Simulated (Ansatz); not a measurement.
Cost and result for the atomization energy of BH7Si2 (`B[SiH2][SiH3]`) (10 atoms, 9 bonds).

```xyz
10

B     1.7801   -0.5656   -0.3461
Si    0.2686   -0.3400    0.9260
Si   -1.4075    0.6267   -0.4182
H     1.8736   -1.5473   -1.0217
H     2.5620    0.3195   -0.5315
H     0.5329    0.6021    2.0491
H    -0.2832   -1.6100    1.4750
H    -1.7743   -0.2912   -1.5296
H    -0.9309    1.9092   -1.0018
H    -2.6212    0.8965    0.3988
```

Total charge 0; spin multiplicity 1. The geometry is a stationary point of PBE0-D4/def2-TZVP. Program: Ansatz. All runs use 2 threads of an Arm Neoverse V1 on a shared host. Times are those of one run each, without the atoms' runs, and a repeat can differ threefold. Electronic energies, without spin–orbit coupling; frozen cores. CCSD(T)/CBS adds CCSD(T) − MP2 in def2-TZVPP to the MP2 limit, and its time is that of the two runs behind it. T1 = 0.014. B3LYP takes the VWN-RPA correlation (the form of Gaussian; ORCA's B3LYP/G). HSE06 is the plane-wave form, built on full-range PBE exchange.

CCSD(T)/CBS is a level of theory with its own doubt, some kJ/mol a heavy atom from the limit and from the frozen cores, so smaller differences don't rank the functionals.

```tsv
level	functions	wall time	atomization (kcal/mol)	difference from CCSD(T)/CBS	per bond
LDA (SPW92)/def2-TZVPP	213	1.6 s	768.9	67.9	7.5
CCSD(T)/def2-SVP	85	2.2 s	660.9	-40.1	-4.5
BLYP-D4/def2-TZVPP	213	2.8 s	694.8	-6.2	-0.7
PBE-D4/def2-TZVPP (with forces)	213	3.2 s	695.5	-5.5	-0.6
BHLYP-D4/def2-TZVPP	213	3.6 s	700.3	-0.7	-0.1
HSE06-D4/def2-TZVPP	213	3.8 s	696.3	-4.7	-0.5
CAM-B3LYP-D4/def2-TZVPP	213	4 s	705.7	4.7	0.5
B3LYP-D4/def2-TZVPP (with forces)	213	6 s	704.6	3.6	0.4
B2PLYP/def2-TZVPP	213	6.5 s	693.4	-7.6	-0.8
ωB97X-V/def2-TZVPP	213	11 s	708.7	7.7	0.9
MP2/def2-QZVPP	407	22 s	686.7	-14.3	-1.6
CCSD(T)/def2-TZVPP	213	53 s	685.7	-15.3	-1.7
CCSD(T)/CBS(def2)	–	75 s	701.0	0.0	0.0
```

In def2-TZVPP, CCSD(T) changes the Hartree–Fock value by +135.4 kcal/mol (the triples alone add +4.8 kcal/mol) and MP2 by +127.3 kcal/mol; breaking electron pairs costs correlation energy, which Hartree–Fock lacks. Leaving LDA and LC-ωPBE aside and taking each functional with its dispersion term where it has one, the values, not all of them listed here, spread over 21.9 kcal/mol, from revPBE-D4 to B97M-V. LDA lies +77.8 kcal/mol from PBE without D4, its usual overbinding. From r2SCAN to r2SCAN0 (25 % exact exchange), in def2-TZVPP and without D4, the atomization energy moves by −3.3 kcal/mol: exact exchange takes away binding that semilocal exchange gives to molecules.
